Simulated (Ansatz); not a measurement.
Results of PBEsol+SOC in Ansatz (plane waves, PAW) for bcc Ta.

Settings: plane-wave cutoff 520 eV, 24×24×24 k mesh, Fermi–Dirac smearing 0.05 eV, PAW data made under PBE.

Energies at three volumes about the minimum:

| V (Å³/atom) | E − E_lowest (meV/atom) |
|---|---|
| 17.298 | 4.77 |
| 17.651 | 0.00 |
| 18.004 | 4.37 |

Problem. Fit a parabola by hand: where is the minimum, what lattice constant follows, and what is the bulk modulus?

Solution. Slopes: (0.00 − 4.77)/(17.651 − 17.298) = -13.513 and (4.37 − 0.00)/(18.004 − 17.651) = 12.380 meV/Å³. Curvature E″ = 2 × (12.380 − (-13.513))/(18.004 − 17.298) = 73.351 meV/Å⁶. From the middle of the first interval, the slope vanishes at V0 = 17.4745 − (-13.513)/73.351 = 17.659 Å³/atom. B = V0 E″ = 17.659 × 73.351 meV/Å³ × 0.1602 GPa per meV/Å³ = 208 GPa. With 2 atoms in the cube, a = (2 × 17.659)^(1/3) = 3.281 Å. The full Birch–Murnaghan fit to all volumes gives V0 = 17.653 Å³/atom and B0 = 207 GPa.

Measured, for comparison: bulk modulus 198 GPa (corrected for temperature and zero-point phonon effects, our sources range from 194 to 203; as tabulated in Levämäki et al. (2014), arXiv:1402.3671); lattice constant a 3.299 Å (static lattice: zero-point anharmonic expansion removed; as tabulated in Mejia-Rodriguez and Trickey (2018), arXiv:1807.09216). Computed (rounded) less measured: bulk modulus +5 % (+2 % to +7 % over the range).

Ansatz is an electronic-structure program.
